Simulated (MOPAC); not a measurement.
MOPAC input (MNDO):

```
MNDO PRECISE GNORM=0.05 LET XYZ GEO-OK AUX(PRECISION=9) THREADS=1
CHN

C    -0.00000000 1   -0.00000000 1   -0.73641303 1
N     0.00000000 1    0.00000000 1    0.42763309 1
H     0.00000000 1    0.00000000 1    1.42504654 1
```

Output:

```
 *******************************************************************************
 **                                                                           **
 **                              MOPAC v23.2.5                                **
 **                                                                           **
 *******************************************************************************
 ** MOPAC's Digital Object Identifier: https://doi.org/10.5281/zenodo.6511958 **
 **                                                                           **
 ** Please cite the open-source release paper for use of this MOPAC version:  **
 ** J. E. Moussa and J. J. P. Stewart (2026)                                  **
 ** MOPAC: An open-source semiempirical molecular orbital program             **
 ** J. Open Source Softw., 11(119), 8025, https://doi.org/10.21105/joss.08025 **
 *******************************************************************************

                              MNDO CALCULATION RESULTS

 *******************************************************************************
 *  MNDO       - The MNDO Hamiltonian to be used
 *  GEO-OK     - OVERRIDE INTERATOMIC DISTANCE AND OTHER SAFETY CHECKS
 *  LET        - OVERRIDE SOME SAFETY CHECKS
 *  PRECISE    - TIGHTER CRITERIA TO BE USED
 *  XYZ        - CARTESIAN COORDINATE SYSTEM TO BE USED
 *  GNORM      - EXIT WHEN GRADIENT NORM DROPS BELOW 0.050
 *  AUX        - OUTPUT AUXILIARY INFORMATION
 *******************************************************************************
MNDO PRECISE GNORM=0.05 LET XYZ GEO-OK AUX(PRECISION=9) THREADS=1
 CHN

   ATOM   CHEMICAL          X               Y               Z
  NUMBER   SYMBOL      (ANGSTROMS)     (ANGSTROMS)     (ANGSTROMS)

     1       C         -0.00000000  *  -0.00000000  *  -0.73641303  *
     2       N          0.00000000  *   0.00000000  *   0.42763309  *
     3       H          0.00000000  *   0.00000000  *   1.42504654  *

          CARTESIAN COORDINATES

    NO.       ATOM           X           Y           Z

     1         C         -0.0000     -0.0000     -0.7364
     2         N          0.0000      0.0000      0.4276
     3         H          0.0000      0.0000      1.4250

  H: (MNDO): M.J.S. DEWAR, W. THIEL, J. AM. CHEM. SOC., 99, 4899, (1977)
  C: (MNDO): M.J.S. DEWAR, W. THIEL, J. AM. CHEM. SOC., 99, 4899, (1977)
  N: (MNDO): M.J.S. DEWAR, W. THIEL, J. AM. CHEM. SOC., 99, 4899, (1977)

           Empirical Formula: C H N  =     3 atoms

      MOLECULAR POINT GROUP   :   C*v

      RHF CALCULATION, NO. OF DOUBLY OCCUPIED LEVELS = 5

          Geometry optimization using EF

          DIAGONAL MATRIX USED AS START HESSIAN

 CYCLE:     1  GRAD.:   104.676 HEAT:  68.73076
 CYCLE:     2  GRAD.:   771.197 HEAT:  146.3470
 CYCLE:     3  GRAD.:   128.112 HEAT:  71.08883
 CYCLE:     4  GRAD.:   574.024 HEAT:  94.41070
 CYCLE:     5  GRAD.:    40.024 HEAT:  68.03682
 CYCLE:     6  GRAD.:     9.526 HEAT:  67.87607
 CYCLE:     7  GRAD.:     5.178 HEAT:  67.86927
 CYCLE:     8  GRAD.:     0.028 HEAT:  67.86647

     GRADIENT =  0.02826 IS LESS THAN CUTOFF =  0.05000

 -------------------------------------------------------------------------------
 MNDO PRECISE GNORM=0.05 LET XYZ GEO-OK AUX(PRECISION=9) THREADS=1
 CHN

     GEOMETRY OPTIMISED USING EIGENVECTOR FOLLOWING (EF).
     SCF FIELD WAS ACHIEVED

                              MNDO CALCULATION
                                                       MOPAC v23.2.5 Linux

          FINAL HEAT OF FORMATION =         67.86647 KCAL/MOL =     283.95330 KJ/MOL

          COSMO AREA              =         62.17 SQUARE ANGSTROMS
          COSMO VOLUME            =         44.27 CUBIC ANGSTROMS

          GRADIENT NORM           =          0.02826          =       0.01631 PER ATOM
          IONIZATION POTENTIAL    =         12.515014 EV
          HOMO LUMO ENERGIES (EV) =        -12.515  2.241
          NO. OF FILLED LEVELS    =          5
          MOLECULAR WEIGHT        =         27.0256         POINT GROUP:  C*v

          MOLECULAR DIMENSIONS (Angstroms)

            Atom       Atom       Distance
            H     3    C     1     2.15964
            N     2    C     1     0.00000
            H     3    N     2     0.00000

          SCF CALCULATIONS        =          9

   ATOM   CHEMICAL          X               Y               Z
  NUMBER   SYMBOL      (ANGSTROMS)     (ANGSTROMS)     (ANGSTROMS)

     1       C         -0.00000000  *   0.00000000  *  -0.74556059  *
     2       N          0.00000000  *  -0.00000000  *   0.43904494  *
     3       H         -0.00000000  *   0.00000000  *   1.41408291  *

                             CARTESIAN COORDINATES

   1    C       -0.000000000     0.000000000    -0.745560586
   2    N        0.000000000    -0.000000000     0.439044937
   3    H       -0.000000000     0.000000000     1.414082909

           Empirical Formula: C H N  =     3 atoms

      MOLECULAR POINT GROUP   :   C*v

                  EIGENVALUES
 -37.27791 -23.01805 -13.30396 -13.30396 -12.51501   2.24059   2.24059   3.08120
   8.48225

              NET ATOMIC CHARGES AND DIPOLE CONTRIBUTIONS

  ATOM NO.   TYPE          CHARGE      No. of ELECS.   s-Pop       p-Pop
    1          C           0.182061        3.8179     1.78115     2.03679
    2          N          -0.437381        5.4374     1.50295     3.93443
    3          H           0.255319        0.7447     0.74468
 DIPOLE           X         Y         Z       TOTAL
 POINT-CHG.    -0.000     0.000     0.160     0.160
 HYBRID        -0.000    -0.000     1.840     1.840
 SUM           -0.000     0.000     2.000     2.000

          ATOMIC ORBITAL ELECTRON POPULATIONS

     Atom    s        px        py        pz
    1  C   1.78115   0.56677   0.56677   0.90326
    2  N   1.50295   1.43323   1.43323   1.06797
    3  H   0.74468

 **********************
 *                    *
 * JOB ENDED NORMALLY *
 *                    *
 **********************

 == MOPAC DONE ==
```
